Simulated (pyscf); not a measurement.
PySCF, gas phase, ωB97X-D3(BJ)/def2-SVP geometries.

**Question.** How much does it cost (ΔH, 298 K, ωB97M-D3(BJ)/def2-TZVP) to split `[CH3][Bi]([CH3])[SH]` at its Bi–S bond into H₃C–Bi•–CH₃ + SH•?

**Answer.** Bi–S to H₃C–Bi•–CH₃ + SH•: 59.2 kcal/mol. The 7 functionals that were run give +54.8 (M06-2X) to +67.0 kcal/mol (ωB97X-D3(BJ)/def2-TZVP). Other isomers of H₃C–Bi•–CH₃ were not searched in full and may lie lower. Left out: the spin-orbit lowering of SH. Elements past Kr carry the def2 core potentials, without spin-orbit coupling.
